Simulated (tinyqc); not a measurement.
RHF in the sto-3g basis, for H2O, spin multiplicity 1, step by step. Computed by tinyqc, a small Python program that keeps every step (integrals from PySCF). Settings: charge = 0, multiplicity = 1, basis = sto-3g, energy threshold = 1e-08, iteration cap = 59, orthogonalisation = canonical, start = Wolfsberg-Helmholz matrix, DIIS depth = 0, method = RHF. Command: `OMP_NUM_THREADS=1 python tinyqc.py 21633 21634 out.jsonl` (the two numbers bound the seeds that draw the settings). One thread of a shared host (Intel(R) Xeon(R) Processor @ 2.60GHz), about 0.08 s of CPU time with the checks. Later iterations appear only in the table of the cycle.

## One-electron integrals

Geometry (angstrom):
```
atom       x        y       z
O     0.0000   0.0000  0.0000
H     0.0000   0.8950  0.5500
H     0.0000  -0.8950  0.5500
```

Basis sto-3g: exponents (1/bohr^2) and contraction coefficients of normalised primitives:
```
element  l (shell)  exponent  coefficient
O            s (1)  130.7093       0.1543
O            s (1)   23.8089       0.5353
O            s (1)    6.4436       0.4446
O            s (2)    5.0332      -0.1000
O            s (2)    1.1696       0.3995
O            s (2)    0.3804       0.7001
O            p (3)    5.0332       0.1559
O            p (3)    1.1696       0.6077
O            p (3)    0.3804       0.3920
H            s (1)    3.4253       0.1543
H            s (1)    0.6239       0.5353
H            s (1)    0.1689       0.4446
```

Overlap, kinetic and nuclear-attraction integrals over the contracted functions; the nuclear repulsion is the sum of Za Zb / Rab.

nuclear repulsion = 8.355537 hartree

overlap S, lower triangle:
```
         1O 1s   1O 2s  1O 2px   1O 2py  1O 2pz   2H 1s   3H 1s
1O 1s   1.0000
1O 2s   0.2367  1.0000
1O 2px  0.0000  0.0000  1.0000
1O 2py  0.0000  0.0000  0.0000   1.0000
1O 2pz  0.0000  0.0000  0.0000   0.0000  1.0000
2H 1s   0.0432  0.4157  0.0000   0.3063  0.1882  1.0000
3H 1s   0.0432  0.4157  0.0000  -0.3063  0.1882  0.1667  1.0000
```

kinetic energy T (hartree), lower triangle:
```
          1O 1s   1O 2s  1O 2px   1O 2py  1O 2pz    2H 1s   3H 1s
1O 1s   29.0032
1O 2s   -0.1680  0.8081
1O 2px   0.0000  0.0000  2.5287
1O 2py   0.0000  0.0000  0.0000   2.5287
1O 2pz   0.0000  0.0000  0.0000   0.0000  2.5287
2H 1s   -0.0072  0.0884  0.0000   0.1854  0.1140   0.7600
3H 1s   -0.0072  0.0884  0.0000  -0.1854  0.1140  -0.0059  0.7600
```

nuclear attraction V (hartree), lower triangle:
```
           1O 1s     1O 2s   1O 2px    1O 2py   1O 2pz    2H 1s    3H 1s
1O 1s   -61.6259
1O 2s    -7.4216  -10.0521
1O 2px    0.0000    0.0000  -9.9117
1O 2py    0.0000    0.0000   0.0000  -10.0579
1O 2pz   -0.0135   -0.1632   0.0000    0.0000  -9.9669
2H 1s    -1.3898   -3.2567   0.0000   -2.1247  -1.3480  -5.4503
3H 1s    -1.3898   -3.2567   0.0000    2.1247  -1.3480  -1.0321  -5.4503
```

core Hamiltonian H = T + V (hartree), lower triangle:
```
           1O 1s    1O 2s   1O 2px   1O 2py   1O 2pz    2H 1s    3H 1s
1O 1s   -32.6227
1O 2s    -7.5896  -9.2440
1O 2px    0.0000   0.0000  -7.3829
1O 2py    0.0000   0.0000   0.0000  -7.5291
1O 2pz   -0.0135  -0.1632   0.0000   0.0000  -7.4382
2H 1s    -1.3970  -3.1683   0.0000  -1.9393  -1.2341  -4.6903
3H 1s    -1.3970  -3.1683   0.0000   1.9393  -1.2341  -1.0379  -4.6903
```

## Two-electron integrals

Functions are numbered as in S; the eight-fold symmetry (ij|kl) = (ji|kl) = (kl|ij) leaves the list below.

Two-electron integrals (ij|kl) in chemists' order, unique and non-zero (hartree):
```
(11|11) 4.7851      (21|11) 0.7414      (21|21) 0.1369      (22|11) 1.1189
(22|21) 0.2566      (22|22) 0.8172      (31|31) 0.0245      (32|31) 0.0378
(32|32) 0.1805      (33|11) 1.1158      (33|21) 0.2567      (33|22) 0.8170
(33|33) 0.8802      (41|41) 0.0245      (42|41) 0.0378      (42|42) 0.1805
(43|43) 0.0474      (44|11) 1.1158      (44|21) 0.2567      (44|22) 0.8170
(44|33) 0.7853      (44|44) 0.8802      (51|51) 0.0245      (52|51) 0.0378
(52|52) 0.1805      (53|53) 0.0474      (54|54) 0.0474      (55|11) 1.1158
(55|21) 0.2567      (55|22) 0.8170      (55|33) 0.7853      (55|44) 0.7853
(55|55) 0.8802      (61|11) 0.1372      (61|21) 0.0251      (61|22) 0.0468
(61|33) 0.0467      (61|41) 0.0010      (61|42) 0.0019      (61|44) 0.0469
(61|51) 0.0006      (61|52) 0.0011      (61|54) 1.25e-04    (61|55) 0.0468
(61|61) 0.0047      (62|11) 0.3426      (62|21) 0.0796      (62|22) 0.2817
(62|33) 0.2769      (62|41) 0.0051      (62|42) 0.0394      (62|44) 0.2872
(62|51) 0.0031      (62|52) 0.0242      (62|54) 0.0064      (62|55) 0.2808
(62|61) 0.0149      (62|62) 0.1215      (63|31) 0.0082      (63|32) 0.0483
(63|43) 0.0081      (63|53) 0.0050      (63|63) 0.0171      (64|11) 0.2134
(64|21) 0.0502      (64|22) 0.1898      (64|33) 0.1812      (64|41) 0.0110
(64|42) 0.0733      (64|44) 0.2041      (64|51) 0.0017      (64|52) 0.0154
(64|54) 0.0091      (64|55) 0.1837      (64|61) 0.0098      (64|62) 0.0994
(64|64) 0.0975      (65|11) 0.1312      (65|21) 0.0309      (65|22) 0.1166
(65|33) 0.1113      (65|41) 0.0017      (65|42) 0.0154      (65|44) 0.1155
(65|51) 0.0093      (65|52) 0.0577      (65|54) 0.0107      (65|55) 0.1229
(65|61) 0.0060      (65|62) 0.0611      (65|64) 0.0494      (65|65) 0.0474
(66|11) 0.4906      (66|21) 0.1158      (66|22) 0.4709      (66|33) 0.4520
(66|41) 0.0094      (66|42) 0.1008      (66|44) 0.4927      (66|51) 0.0058
(66|52) 0.0619      (66|54) 0.0250      (66|55) 0.4674      (66|61) 0.0219
(66|62) 0.2586      (66|64) 0.2415      (66|65) 0.1484      (66|66) 0.7746
(71|11) 0.1372      (71|21) 0.0251      (71|22) 0.0468      (71|33) 0.0467
(71|41) -0.0010     (71|42) -0.0019     (71|44) 0.0469      (71|51) 0.0006
(71|52) 0.0011      (71|54) -1.25e-04   (71|55) 0.0468      (71|61) 0.0046
(71|62) 0.0144      (71|64) 0.0087      (71|65) 0.0058      (71|66) 0.0208
(71|71) 0.0047      (72|11) 0.3426      (72|21) 0.0796      (72|22) 0.2817
(72|33) 0.2769      (72|41) -0.0051     (72|42) -0.0394     (72|44) 0.2872
(72|51) 0.0031      (72|52) 0.0242      (72|54) -0.0064     (72|55) 0.2808
(72|61) 0.0144      (72|62) 0.0950      (72|64) 0.0542      (72|65) 0.0463
(72|66) 0.1621      (72|71) 0.0149      (72|72) 0.1215      (73|31) 0.0082
(73|32) 0.0483      (73|43) -0.0081     (73|53) 0.0050      (73|63) 0.0128
(73|73) 0.0171      (74|11) -0.2134     (74|21) -0.0502     (74|22) -0.1898
(74|33) -0.1812     (74|41) 0.0110      (74|42) 0.0733      (74|44) -0.2041
(74|51) -0.0017     (74|52) -0.0154     (74|54) 0.0091      (74|55) -0.1837
(74|61) -0.0087     (74|62) -0.0542     (74|64) -0.0187     (74|65) -0.0259
(74|66) -0.0839     (74|71) -0.0098     (74|72) -0.0994     (74|74) 0.0975
(75|11) 0.1312      (75|21) 0.0309      (75|22) 0.1166      (75|33) 0.1113
(75|41) -0.0017     (75|42) -0.0154     (75|44) 0.1155      (75|51) 0.0093
(75|52) 0.0577      (75|54) -0.0107     (75|55) 0.1229      (75|61) 0.0058
(75|62) 0.0463      (75|64) 0.0259      (75|65) 0.0350      (75|66) 0.0860
(75|71) 0.0060      (75|72) 0.0611      (75|74) -0.0494     (75|75) 0.0474
(76|11) 0.1041      (76|21) 0.0244      (76|22) 0.0928      (76|33) 0.0908
(76|44) 0.0930      (76|51) 0.0015      (76|52) 0.0140      (76|55) 0.0943
(76|61) 0.0045      (76|62) 0.0384      (76|64) 0.0274      (76|65) 0.0217
(76|66) 0.0825      (76|71) 0.0045      (76|72) 0.0384      (76|74) -0.0274
(76|75) 0.0217      (76|76) 0.0149      (77|11) 0.4906      (77|21) 0.1158
(77|22) 0.4709      (77|33) 0.4520      (77|41) -0.0094     (77|42) -0.1008
(77|44) 0.4927      (77|51) 0.0058      (77|52) 0.0619      (77|54) -0.0250
(77|55) 0.4674      (77|61) 0.0208      (77|62) 0.1621      (77|64) 0.0839
(77|65) 0.0860      (77|66) 0.2935      (77|71) 0.0219      (77|72) 0.2586
(77|74) -0.2415     (77|75) 0.1484      (77|76) 0.0825      (77|77) 0.7746
```

## Orthogonalisation

S = U s U^T; canonical form X = U s^(-1/2), so that X^T S X = 1. Each column of U has its largest component positive (the first on a tie).

eigenvalues of S: 0.4058  0.4756  0.8970  1.0000  1.0830  1.3577  1.7808

X:
```
              1        2        3       4        5        6       7
1O 1s   -0.3376   0.0000   0.7434  0.0000  -0.6076   0.0000  0.1806
1O 2s    1.0993   0.0000  -0.2580  0.0000  -0.2666   0.0000  0.4576
1O 2px   0.0000   0.0000   0.0000  1.0000   0.0000   0.0000  0.0000
1O 2py   0.0000   0.9234   0.0000  0.0000   0.0000   0.6617  0.0000
1O 2pz   0.4368   0.0000   0.6565  0.0000   0.6634   0.0000  0.1824
2H 1s   -0.6895  -0.7905  -0.1797  0.0000   0.1464   0.3864  0.3783
3H 1s   -0.6895   0.7905  -0.1797  0.0000   0.1464  -0.3864  0.3783
```

## Starting guess

The start is the generalised Wolfsberg-Helmholz matrix (K = 1.75) built on H; D = 2 C_occ C_occ^T.

D at the start, lower triangle:
```
          1O 1s    1O 2s  1O 2px   1O 2py  1O 2pz   2H 1s   3H 1s
1O 1s    2.0640
1O 2s   -0.2630   1.2006
1O 2px   0.0000   0.0000  2.0000
1O 2py   0.0000   0.0000  0.0000   1.4106
1O 2pz   0.0913  -0.3346  0.0000   0.0000  1.8807
2H 1s   -0.1399   0.3642  0.0000   0.3577  0.1057  0.2271
3H 1s   -0.1399   0.3642  0.0000  -0.3577  0.1057  0.0457  0.2271
```

## Iteration 1: building the Fock matrix

J_ij = sum D_kl (ij|kl), K_ij = sum D_kl (ik|jl); F = H + J - 0.5 K; E = tr D H + tr D J / 2 - 0.25 tr D K + E_nn.

Coulomb J (hartree), lower triangle:
```
          1O 1s    1O 2s  1O 2px   1O 2py  1O 2pz   2H 1s   3H 1s
1O 1s   17.7496
1O 2s    3.3662   8.4061
1O 2px   0.0000   0.0000  8.3909
1O 2py   0.0000   0.0000  0.0000   8.4032
1O 2pz  -0.0074  -0.0035  0.0000   0.0000  8.4011
2H 1s    0.6179   2.8560  0.0000   1.9099  1.1756  4.7814
3H 1s    0.6179   2.8560  0.0000  -1.9099  1.1756  0.9352  4.7814
```

exchange K (hartree), lower triangle:
```
         1O 1s    1O 2s  1O 2px   1O 2py  1O 2pz   2H 1s   3H 1s
1O 1s   9.7445
1O 2s   1.7113   2.5801
1O 2px  0.0000   0.0000  2.2522
1O 2py  0.0000   0.0000  0.0000   2.1121
1O 2pz  0.0084  -0.0947  0.0000   0.0000  2.2353
2H 1s   0.3223   1.0297  0.0000   0.6520  0.3681  0.9536
3H 1s   0.3223   1.0297  0.0000  -0.6520  0.3681  0.3240  0.9536
```

Fock matrix F (hartree), lower triangle:
```
           1O 1s    1O 2s   1O 2px   1O 2py   1O 2pz    2H 1s    3H 1s
1O 1s   -19.7454
1O 2s    -5.0790  -2.1279
1O 2px    0.0000   0.0000  -0.1181
1O 2py    0.0000   0.0000   0.0000  -0.1819
1O 2pz   -0.0252  -0.1193   0.0000   0.0000  -0.1547
2H 1s    -0.9403  -0.8271   0.0000  -0.3554  -0.2425  -0.3857
3H 1s    -0.9403  -0.8271   0.0000   0.3554  -0.2425  -0.2647  -0.3857
```

total energy of this density = -74.595092 hartree

## Iteration 1: diagonalisation and new density

Diagonalise F' = X^T F X, C = X C', fill 5 alpha and 5 beta electrons from the bottom; D = 2 C_occ C_occ^T. Each column has its largest component positive (the first on a tie).

F' = X^T F X (hartree), lower triangle:
```
         1       2        3        4        5        6        7
1   0.1169
2   0.0000  0.7314
3   1.8257  0.0000  -8.7359
4   0.0000  0.0000   0.0000  -0.1181
5  -1.5407  0.0000   8.5744   0.0000  -8.7519
6   0.0000  0.0809   0.0000   0.0000   0.0000  -0.4793
7   0.4780  0.0000  -4.1329   0.0000   4.2661   0.0000  -3.0387
```

orbital energies (hartree): MO1 -19.7557, MO2 -1.0053, MO3 -0.4847, MO4 -0.1921, MO5 -0.1181, MO6 0.5435, MO7 0.7368

coefficients C:
```
            MO1      MO2      MO3      MO4     MO5      MO6      MO7
1O 1s    0.9937  -0.2190   0.0000   0.1025  0.0000  -0.1504   0.0000
1O 2s    0.0276   0.7607   0.0000  -0.4798  0.0000   0.8636   0.0000
1O 2px   0.0000   0.0000   0.0000   0.0000  1.0000   0.0000   0.0000
1O 2py   0.0000   0.0000   0.5989   0.0000  0.0000   0.0000   0.9653
1O 2pz   0.0035   0.1294   0.0000   0.8433  0.0000   0.6061   0.0000
2H 1s   -0.0058   0.2331   0.4381   0.2089  0.0000  -0.7578  -0.7631
3H 1s   -0.0058   0.2331  -0.4381   0.2089  0.0000  -0.7578   0.7631
```

D after iteration 1, lower triangle:
```
          1O 1s    1O 2s  1O 2px   1O 2py  1O 2pz    2H 1s   3H 1s
1O 1s    2.0918
1O 2s   -0.3767   1.6193
1O 2px   0.0000   0.0000  2.0000
1O 2py   0.0000   0.0000  0.0000   0.7174
1O 2pz   0.1232  -0.6121  0.0000   0.0000  1.4557
2H 1s   -0.0708   0.1539  0.0000   0.5248  0.4125   0.5798
3H 1s   -0.0708   0.1539  0.0000  -0.5248  0.4125  -0.1879  0.5798
```

## Iteration 2: building the Fock matrix

As before.

Coulomb J (hartree), lower triangle:
```
          1O 1s    1O 2s  1O 2px   1O 2py  1O 2pz   2H 1s   3H 1s
1O 1s   17.2856
1O 2s    3.2578   8.1422
1O 2px   0.0000   0.0000  8.1418
1O 2py   0.0000   0.0000  0.0000   8.1276
1O 2pz  -0.0134  -0.0030  0.0000   0.0000  8.1334
2H 1s    0.5979   2.7943  0.0000   1.8808  1.1621  4.8114
3H 1s    0.5979   2.7943  0.0000  -1.8808  1.1621  0.9244  4.8114
```

exchange K (hartree), lower triangle:
```
         1O 1s    1O 2s  1O 2px   1O 2py  1O 2pz   2H 1s   3H 1s
1O 1s   9.7581
1O 2s   1.6606   2.5482
1O 2px  0.0000   0.0000  2.2461
1O 2py  0.0000   0.0000  0.0000   1.7159
1O 2pz  0.0044  -0.1803  0.0000   0.0000  2.0251
2H 1s   0.3179   1.0067  0.0000   0.6755  0.4304  1.1746
3H 1s   0.3179   1.0067  0.0000  -0.6755  0.4304  0.2860  1.1746
```

Fock matrix F (hartree), lower triangle:
```
           1O 1s    1O 2s   1O 2px   1O 2py   1O 2pz    2H 1s    3H 1s
1O 1s   -20.2162
1O 2s    -5.1620  -2.3759
1O 2px    0.0000   0.0000  -0.3642
1O 2py    0.0000   0.0000   0.0000  -0.2594
1O 2pz   -0.0291  -0.0761   0.0000   0.0000  -0.3173
2H 1s    -0.9581  -0.8774   0.0000  -0.3963  -0.2872  -0.4661
3H 1s    -0.9581  -0.8774   0.0000   0.3963  -0.2872  -0.2566  -0.4661
```

total energy of this density = -74.922872 hartree

## Iteration 2: diagonalisation and new density

As before.

F' = X^T F X (hartree), lower triangle:
```
         1       2        3        4        5        6        7
1  -0.0423
2   0.0000  0.6739
3   1.9660  0.0000  -9.0528
4   0.0000  0.0000   0.0000  -0.3642
5  -1.5333  0.0000   8.6844   0.0000  -9.0602
6   0.0000  0.1013   0.0000   0.0000   0.0000  -0.5815
7   0.4156  0.0000  -4.2010   0.0000   4.3442   0.0000  -3.1909
```

orbital energies (hartree): MO1 -20.2250, MO2 -1.1929, MO3 -0.5896, MO4 -0.4134, MO5 -0.3642, MO6 0.4851, MO7 0.6820

coefficients C:
```
            MO1      MO2      MO3      MO4     MO5      MO6      MO7
1O 1s    0.9942  -0.2331   0.0000   0.0896  0.0000  -0.1329   0.0000
1O 2s    0.0253   0.8436   0.0000  -0.4532  0.0000   0.7986   0.0000
1O 2px   0.0000   0.0000   0.0000   0.0000  1.0000   0.0000   0.0000
1O 2py   0.0000   0.0000   0.5858   0.0000  0.0000   0.0000   0.9733
1O 2pz   0.0034   0.0904   0.0000   0.8211  0.0000   0.6425   0.0000
2H 1s   -0.0052   0.1737   0.4484   0.2645  0.0000  -0.7564  -0.7571
3H 1s   -0.0052   0.1737  -0.4484   0.2645  0.0000  -0.7564   0.7571
```

D after iteration 2, lower triangle:
```
          1O 1s    1O 2s  1O 2px   1O 2py  1O 2pz    2H 1s   3H 1s
1O 1s    2.1017
1O 2s   -0.4242   1.8355
1O 2px   0.0000   0.0000  2.0000
1O 2py   0.0000   0.0000  0.0000   0.6863
1O 2pz   0.1116  -0.5914  0.0000   0.0000  1.3649
2H 1s   -0.0439   0.0530  0.0000   0.5253  0.4658   0.6024
3H 1s   -0.0439   0.0530  0.0000  -0.5253  0.4658  -0.2017  0.6024
```

## Iteration 12 (converged): orbitals

converged F (hartree), lower triangle:
```
           1O 1s    1O 2s   1O 2px   1O 2py   1O 2pz    2H 1s    3H 1s
1O 1s   -20.2251
1O 2s    -5.1596  -2.4076
1O 2px    0.0000   0.0000  -0.3762
1O 2py    0.0000   0.0000   0.0000  -0.2607
1O 2pz   -0.0264  -0.0788   0.0000   0.0000  -0.2898
2H 1s    -0.9581  -0.8687   0.0000  -0.3931  -0.2973  -0.4576
3H 1s    -0.9581  -0.8687   0.0000   0.3931  -0.2973  -0.2511  -0.4576
```

As before.

F' = X^T F X (hartree), lower triangle:
```
         1       2        3        4        5        6        7
1  -0.0822
2   0.0000  0.6676
3   1.9999  0.0000  -9.0381
4   0.0000  0.0000   0.0000  -0.3762
5  -1.5112  0.0000   8.6992   0.0000  -9.0587
6   0.0000  0.0975   0.0000   0.0000   0.0000  -0.5779
7   0.3951  0.0000  -4.2037   0.0000   4.3463   0.0000  -3.1895
```

orbital energies (hartree): MO1 -20.2337, MO2 -1.2130, MO3 -0.5855, MO4 -0.4116, MO5 -0.3762, MO6 0.4896, MO7 0.6752

coefficients C:
```
            MO1      MO2      MO3      MO4     MO5      MO6      MO7
1O 1s    0.9943  -0.2372   0.0000   0.0909  0.0000  -0.1239   0.0000
1O 2s    0.0250   0.8684   0.0000  -0.4709  0.0000   0.7609   0.0000
1O 2px   0.0000   0.0000   0.0000   0.0000  1.0000   0.0000   0.0000
1O 2py   0.0000   0.0000   0.5880   0.0000  0.0000   0.0000   0.9720
1O 2pz   0.0032   0.0901   0.0000   0.7949  0.0000   0.6747   0.0000
2H 1s   -0.0051   0.1527   0.4466   0.2992  0.0000  -0.7479  -0.7582
3H 1s   -0.0051   0.1527  -0.4466   0.2992  0.0000  -0.7479   0.7582
```

D after iteration 12, lower triangle:
```
          1O 1s    1O 2s  1O 2px   1O 2py  1O 2pz    2H 1s   3H 1s
1O 1s    2.1064
1O 2s   -0.4479   1.9529
1O 2px   0.0000   0.0000  2.0000
1O 2py   0.0000   0.0000  0.0000   0.6916
1O 2pz   0.1081  -0.5920  0.0000   0.0000  1.2801
2H 1s   -0.0282  -0.0168  0.0000   0.5253  0.5031   0.6247
3H 1s   -0.0282  -0.0168  0.0000  -0.5253  0.5031  -0.1732  0.6247
```

## Convergence

Stop when the energy changes by less than 1e-08 hartree and every element of the error matrix X^T (F D S - S D F) X is below 3e-05.

Course of the cycle:
```
iteration  E (hartree)     change  largest element of the error matrix
1           -74.595092          -                             6.42e-01
2           -74.922872  -3.28e-01                             1.56e-01
3           -74.942042  -1.92e-02                             4.99e-02
4           -74.944408  -2.37e-03                             1.87e-02
5           -74.944780  -3.73e-04                             7.34e-03
6           -74.944853  -7.23e-05                             3.08e-03
7           -74.944868  -1.54e-05                             1.35e-03
8           -74.944872  -3.42e-06                             6.14e-04
9           -74.944872  -7.64e-07                             2.84e-04
10          -74.944872  -1.72e-07                             1.33e-04
11          -74.944873  -3.86e-08                             6.24e-05
12          -74.944873  -8.67e-09                             2.94e-05
```

PySCF RHF in the same basis = -74.944873 hartree

Converged in 12 iterations.

## Populations, bond orders and dipole

Mulliken: Z minus the diagonal of D S on the atom; Loewdin: the same with S^(1/2) D S^(1/2); Mayer order: 2 sum_s sum (D(s) S)_ij (D(s) S)_ji over the two atoms.

Charges (e):
```
atom  Mulliken  Loewdin
1O     -0.3136  -0.2279
2H      0.1568   0.1139
3H      0.1568   0.1139
```

Mayer bond orders:
```
pair   order
2-1   0.9548
3-1   0.9548
3-2   0.0206
```

dipole moment about the origin, x y z (debye): 0.0000  0.0000  1.5327
